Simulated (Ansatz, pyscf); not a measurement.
H₂N–Si:–Cl [singlet] -> HN=Si: [singlet] + hydrogen chloride (HCl), an elimination on the singlet surface: H–N, Cl–Si broken, Cl–H formed. Single points on ωB97X-D3(BJ)/def2-SVP structures (PySCF, gas phase). Wave-function energies: Ansatz (a first-principles code), frozen core, RHF or UHF references. In kJ/mol, from the reactant's lowest minimum found.

| level | barrier | reaction energy |
|---|---|---|
| ωB97M-D3(BJ)/def2-TZVP | 228.88 | +212.25 |
| r²SCAN/def2-TZVP | 223.17 | +217.55 |
| CCSD(T)/cc-pV(D+d)Z | 215.23 | +167.92 |
| CCSDT(Q)/cc-pV(D+d)Z | ___ | ___ |
| CCSD(T)/cc-pV(T+d)Z | 228.53 | +194.44 |
| CCSD(T)/cc-pV(Q+d)Z | ___ | +201.04 |

Some entries are withheld; supply them.


- CCSDT(Q)/cc-pV(D+d)Z, barrier: 213.53
- CCSDT(Q)/cc-pV(D+d)Z, reaction energy: +166.31
- CCSD(T)/cc-pV(Q+d)Z, barrier: 230.64

In cc-pV(D+d)Z, going from CCSD(T) to CCSDT(Q) shifts the barrier by -1.70 and the reaction energy by -1.61 kJ/mol. With HF in the quadruple-zeta basis and the correlation energy extrapolated as X⁻³ from X = 3, 4, CCSD(T) gives 232.15 and +206.88; adding the double-zeta shift gives ΔE‡ = 230.45 and ΔE = +205.26 kJ/mol, without core correlation, relativity or geometry relaxation at these levels. On the product side the descent ends in a complex, 19.86 kJ/mol under the separated species and 29.66 kJ/mol under the saddle at ωB97X-D3(BJ)/def2-TZVP. At ωB97X-D3(BJ)/def2-TZVP the barrier from the zero used here is 241.78 kJ/mol. One saddle was located; it need not be the lowest between these sides.
